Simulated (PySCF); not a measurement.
Species: 3-methyl-1-butanol, C₅H₁₂O.
Structure used (PBE0-D3(BJ)/def2-SVP), in Å, numbered top down from 1:
```xyz
18
C5H12O angstrom
C     -1.458   -1.357    0.497
C     -0.617   -0.366   -0.300
C     -1.384    0.935   -0.523
C      0.732   -0.135    0.382
C      1.725    0.700   -0.410
O      2.945    0.871    0.258
H     -2.419   -1.559    0.000
H     -1.679   -0.962    1.503
H     -0.936   -2.318    0.626
H     -0.417   -0.815   -1.292
H     -2.359    0.741   -0.997
H     -1.575    1.444    0.436
H     -0.839    1.637   -1.171
H      0.578    0.342    1.366
H      1.195   -1.119    0.588
H      1.864    0.250   -1.416
H      1.327    1.713   -0.576
H      3.316   -0.002    0.423
```

Computed, not measured: TDDFT wB97X-D/def2-SVPD, vertical, gas phase, core orbitals frozen in the response (PySCF 2.14.0, density-fitted response routines).

Transition dipole moments from the ground state, in atomic units and in the frame of the coordinates above (overall signs are arbitrary), for the states with f of 0.002 or more among the lowest 8:

| state | E (eV) | μx | μy | μz |
| --- | --- | --- | --- | --- |
| S1 | 7.288 | 0.143 | 0.066 | -0.121 |
| S2 | 8.508 | 0.139 | 0.113 | 0.380 |
| S3 | 8.731 | -0.068 | -0.252 | 0.125 |
| S4 | 8.806 | 0.040 | -0.092 | -0.112 |
| S5 | 8.904 | -0.023 | 0.049 | 0.392 |
| S7 | 9.325 | -0.078 | 0.187 | -0.176 |
| S8 | 9.474 | 0.627 | -0.280 | 0.130 |

Task: Work out the oscillator strengths.

Result: f = (2/3) ΔE |μ|² with ΔE in hartree (27.2114 eV).

```csv
state,|μ|² (au),|μ| (D),f
S1,0.039,0.50,0.007
S2,0.177,1.07,0.037
S3,0.084,0.74,0.018
S4,0.023,0.38,0.005
S5,0.157,1.01,0.034
S7,0.072,0.68,0.016
S8,0.488,1.78,0.113
```

Task: Which bond between heavy atoms lies closest to the direction of the S8 transition dipole?

Result: C5–O6, C2–C3 and C2–C4, at 35° from it; next C4–C5 at 74°.

Task: What angle do the transition dipoles of S2 and S5 make?

Result: |cos θ| = |μa·μb| / (|μa| |μb|) = 0.91, so θ ≈ 25° (taken between 0 and 90°, since the signs are arbitrary).

Task: What peak molar absorption coefficient would the strongest computed level give as a lone Gaussian band 0.5 eV wide at half height?

Result: ε(max) = 2.175×10⁸ f / FWHM, with the width in cm⁻¹. S8: 2.175×10⁸ × 0.1132 / 4033 ≈ 6100 L mol⁻¹ cm⁻¹.

All these states lie below the vertical ionisation energy of 10.26 eV (ΔSCF).

The run took 3.4 min of wall time on one thread, x86-64 server (shared host).

One conformer stands for the species.

Without π bonds the low states may be Rydberg-like; a valence basis with one diffuse set may place them up to an eV too high.
